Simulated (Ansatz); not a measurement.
The input, for Ansatz 0.2.0:

```yaml
crystal:
  periodic: [false, false, false]
  atoms:
    - {symbol: Sc, position_ang: [0.000000, 0.000000, 0.000000]}
    - {symbol: Ge, position_ang: [0.000000, 0.000000, 3.085000]}
basis:
  gaussian: {orbitals: STO-3G}
total_charge: 1
magnetization: {spin_polarized: false, initial_magnetization: 4}
correlation: {method: ccsd, electrons: outside_noble_gas}
```

```sh
$ ansatz run in.yaml --threads 1 --pin off --events-out ev --progress --plain --max-ram 2393MiB
```

(1) Roughly how long does this take on 1 thread of Intel Xeon, shared host, and how much host memory?

```
394 factors; integrals over basis functions are off by at most 1.4e-4 eV
mean field evaluation 1: about -76288.4292 eV, gradient 1.1e1 eV
mean field evaluation 2: about -76288.4406 eV, gradient 1.1e1 eV
mean field evaluation 4: about -76289.9878 eV, gradient 3.7e0 eV
mean field evaluation 8: about -76290.2020 eV, gradient 1.6e-1 eV
mean field evaluation 16: about -76284.1400 eV, gradient 1.9e1 eV
mean field evaluation 32: about -76289.0685 eV, gradient 2.5e0 eV
mean field evaluation 64: about -76288.7920 eV, gradient 3.5e-1 eV
mean field evaluation 96: about -76289.1724 eV, gradient 1.8e-1 eV
mean field evaluation 128: about -76288.5062 eV, gradient 2.6e-1 eV
mean field evaluation 160: about -76289.1665 eV, gradient 8.5e-1 eV
...
mean field -76290.20373561 eV, -2803.6132759262 hartree, gradient 2.3e-6 eV, S^2 6.000000; 25 other end points of the search recorded, 0 dependent functions left out
...
mean field evaluation 1120: about -76287.6317 eV, gradient 2.3e0 eV
determinant -76290.20373561 eV, -2803.6132759262 hartree, with singles and doubles -76291.47670327 eV, -2803.6600566249 hartree
determinant -76289.18009473 eV, -2803.5756578178 hartree, with singles and doubles -76289.89969880 eV, -2803.6021027796 hartree
determinant -76289.13187331 eV, -2803.5738857131 hartree, with singles and doubles -76289.87134247 eV, -2803.6010607038 hartree
determinant -76288.75190504 eV, -2803.5599221371 hartree, with singles and doubles -76289.53942470 eV, -2803.5888629506 hartree
determinant -76288.50629963 eV, -2803.5508963047 hartree, with singles and doubles -76289.19677423 eV, -2803.5762707782 hartree
determinant -76288.50569352 eV, -2803.5508740303 hartree, with singles and doubles -76289.19549598 eV, -2803.5762238034 hartree
determinant -76288.14010782 eV, -2803.5374390037 hartree, with singles and doubles -76289.24271059 eV, -2803.5779589083 hartree
determinant -76288.03500351 eV, -2803.5335764917 hartree, with singles and doubles -76288.67483569 eV, -2803.5570898907 hartree
determinant -76287.97978594 eV, -2803.5315472832 hartree, with singles and doubles -76289.12202692 eV, -2803.5735238650 hartree
determinant -76287.60000825 eV, -2803.5175907106 hartree, with singles and doubles -76288.65961736 eV, -2803.5565306274 hartree
determinant -76287.25639959 eV, -2803.5049633254 hartree, with singles and doubles -76289.32262905 eV, -2803.5808958574 hartree
determinant -76286.94730106 eV, -2803.4936041640 hartree, with singles and doubles -76287.86653862 eV, -2803.5273855213 hartree
23 core orbitals not correlated, not the lowest: weight in the atoms' cores, before any rotation towards them, 0.955 or more for the frozen orbitals, at most 0.041 for the correlated occupied ones
reference -76290.20373561 eV, -2803.6132759262 hartree; 5, 1 occupied and 8, 12 virtual orbitals, 394 factors
second order -0.87466887 eV of doubles, -0.01074606 eV of singles
cycle   1  -1.27221572 eV  change    7.5e-4 eV  update   2.3e-3
cycle   2  -1.27137986 eV  change    8.4e-4 eV  update   1.6e-3
cycle   3  -1.27112688 eV  change    2.5e-4 eV  update   9.7e-4
cycle   4  -1.27147883 eV  change   -3.5e-4 eV  update   4.4e-4
cycle   5  -1.27179138 eV  change   -3.1e-4 eV  update   1.7e-4
cycle   6  -1.27183650 eV  change   -4.5e-5 eV  update   5.1e-5
cycle   7  -1.27184198 eV  change   -5.5e-6 eV  update   2.6e-5
cycle   8  -1.27183377 eV  change    8.2e-6 eV  update   1.4e-5
cycle   9  -1.27182782 eV  change    5.9e-6 eV  update   6.9e-6
Total energy: -76291.47556343 eV, -2803.6600147367 hartree
```

The T1 diagnostic is 0.050.

Results:

(1) 14 s wall and 0.19 GiB.
